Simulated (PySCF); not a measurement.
These are PySCF with PBE-D3(BJ)/def2-TZVP // PBE-D3(BJ)/def2-SVP values and carry that method's errors. Gas-phase values, no solvent. 

Reference species (SMILES): `[OH]` (neutral, multiplicity 2).

- highest occupied spin orbital: -7.14 eV
- dipole moment: 1.73 D

Changed species: `C[O]` (free radical OCH3; the reference has free radical OH).

Predict the effect on the highest occupied spin orbital and dipole moment.

the highest occupied spin orbital rises by 1.17 eV, to -5.97 eV; the dipole moment rises by 0.37 D, to 2.10 D.
